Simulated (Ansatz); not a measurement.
Process, species as SMILES: [C-]#[NH+] (C-NH) → C atom + H atom + N atom
B3LYP-D3(BJ)/def2-TZVP geometries, fixed; electronic energies without zero-point terms.

Core correlation in the atomisation energy at MP2 with Ansatz (an electronic-structure program), in kcal/mol: frozen core against all electrons. Core-valence sets carry the plain set on hydrogen. Open shells are unrestricted.

```tsv
basis	functions, most	frozen core	all electrons	core term (second minus first)
cc-pVDZ	33	274.64	275.61	0.97
cc-pCVDZ	41	275.57	276.43	0.86
cc-pVTZ	74	294.78	300.06	5.27
cc-pwCVTZ	100	295.69	296.93	1.24
cc-pCVTZ	100	295.22	296.45	1.23
cc-pVQZ	140	301.57	304.33	2.75
cc-pCVQZ	198	301.63	302.93	1.30
cc-pwCVQZ	198	301.81	303.15	1.34
```

The largest core-valence set, cc-pwCVQZ, gives a core term of 1.34 kcal/mol; the valence set cc-pVQZ, which lacks functions for the core, gives 2.75.
